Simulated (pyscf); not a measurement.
Structures and frequencies: ωB97X-D3(BJ)/def2-SVP in PySCF. Correlated levels are frozen-core, on RHF or UHF. ΔMP2 is the change of the MP2 total energy from the triple- to the quadruple-zeta basis.

Q: How much does it cost (ΔH, 298 K, CCSD(T)/def2-TZVPP + ΔMP2(QZVPP)) to split H₂N–Zn–Cl at its N–Zn bond into NH₂• + [Cl–Zn]•?

A: N–Zn to NH₂• + [Cl–Zn]•: 84.6 kcal/mol. The CCSD(T) − MP2 part came from Ansatz, without density fitting, on the same reference. The frozen core leaves the outer d or s,p core shells of the metals and heavy elements correlated in the MP2 and CC values, and def2-TZVPP describes them poorly, which can shift differences by a few kcal/mol. The term symbol of open-shell Cl–Zn was not checked; spin-orbit terms are left out. Elements up to Kr have no core potential and no relativistic terms here.
